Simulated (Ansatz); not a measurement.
Born–Oppenheimer molecular dynamics of H$_{2}$MgN (4 atoms, charge 0, multiplicity 2). It starts from a relaxed structure.

Computed with UKS B3LYP-D4/6-31G (Ansatz 0.2.0).

* ensemble: NVE (velocity Verlet)
* time step: 0.25 fs
* steps asked: 300
* starting velocities drawn for: 3000 K
* masses: H 10 u
* seed: 588673

First frame:

```xyz
4
Properties=species:S:1:pos:R:3
N -0.141 -0.002 -0.097
Mg 1.484 -0.118 0.883
H -0.993 -0.517 0.112
H -0.295 0.577 -0.919
```

Task: How far do the bonds stretch over the last three quarters of this one trajectory? (Pairs bonded in most of those frames.)

Result: 
| bond | mean (Å) | spread (Å) | shortest | longest |
| --- | --- | --- | --- | --- |
| N1–Mg2 | 2.004 | 0.097 | 1.87 | 2.14 |
| N1–H3 | 1.041 | 0.020 | 1.00 | 1.08 |
| N1–H4 | 1.039 | 0.027 | 0.99 | 1.08 |

Mean temperature of the second half: 1825 K. The conserved energy stayed within 0.02 meV per atom of its start (net change 0.013 meV per atom), so the integration is sound. A run of 0.075 ps of so small a system gives no equilibrium averages. Limits of this set-up: no polarisation functions.

The run took 2.8 min on 1 thread of Intel(R) Xeon(R) 6975P-C (Granite Rapids) (shared host), peak memory 0.11 GiB.
